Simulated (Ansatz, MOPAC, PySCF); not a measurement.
Noncovalent pair: CH4 (SMILES C) (first 5 atoms) with C2H6 (SMILES CC); geometry from A24 set.
(charge 0, multiplicity 1):
```xyz
13

C      0.000    -0.064     2.421
H      0.000     1.022     2.342
H      0.888    -0.461     1.933
H     -0.888    -0.461     1.933
H      0.000    -0.354     3.469
C      0.000     0.781    -1.135
H      0.000     1.375    -2.051
H     -0.880     1.063    -0.556
C      0.000    -0.713    -1.447
H      0.880     1.063    -0.556
H      0.000    -1.306    -0.531
H     -0.881    -0.995    -2.026
H      0.881    -0.995    -2.026
```

Monomers are frozen at their geometry in the pair; levels with a basis set take the counterpoise correction. Rows marked so take none.

Rows in 6-31G* carry no dispersion term and start afresh at each structure (6-31G* with six Cartesian d functions). The state reached by PM3 isn't checked.

The values were computed with Ansatz (a quantum-chemistry and plane-wave program); MOPAC for PM3 (differences of heats of formation); PySCF for 6-31G* rows. Each number belongs to the level named beside it.

Problem. One of these levels gives 0.33 kcal/mol for the interaction energy. Which one is it?
A. PM3
B. HF/aug-cc-pVDZ
C. B3LYP/6-31G* (no counterpoise)

Solution. C, B3LYP/6-31G* (no counterpoise). The others give -0.65 (PM3), 0.72 (HF/aug-cc-pVDZ)
